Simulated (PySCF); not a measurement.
ethylamine (C₂H₇N), SMILES CCN.

Coordinates come from a B3LYP-D3(BJ)/def2-TZVP optimisation. One conformer was computed; it need not be the lowest.

Calculation: PySCF with TDA-B3LYP/def2-SVPD.

Vertical excitations. Isolated molecule, no solvent.

| state | energy (eV) | λ (nm) | f | main pairs |
|---|---|---|---|---|
| S1 | 6.03 | 206 | 0.012 | HOMO→LUMO 96 % |
| S2 | 6.96 | 178 | 0.007 | HOMO→LUMO+1 94 % |
| S3 | 7.16 | 173 | 0.029 | HOMO→LUMO+2 97 % |
| S4 | 7.83 | 158 | 0.073 | HOMO→LUMO+3 96 % |
| S5 | 8.30 | 149 | 0.035 | HOMO→LUMO+4 96 % |
| S6 | 8.78 | 141 | 0.004 | HOMO→LUMO+5 92 % |
| S7 | 9.00 | 138 | 0.003 | HOMO−1→LUMO 90 % |
| S8 | 9.05 | 137 | 0.001 | HOMO→LUMO+6 87 % |
| S9 | 9.30 | 133 | 0.019 | HOMO→LUMO+7 91 % |
| S10 | 9.49 | 131 | 0.007 | HOMO−2→LUMO 94 % |
| T1 | 5.77 | 215 | 0 | HOMO→LUMO 90 % |
| T2 | 6.80 | 182 | 0 | HOMO→LUMO+1 79 % |
| T3 | 6.97 | 178 | 0 | HOMO→LUMO+2 86 % |
| T4 | 7.57 | 164 | 0 | HOMO→LUMO+3 91 % |
Triplets are in the Tamm–Dancoff approximation.
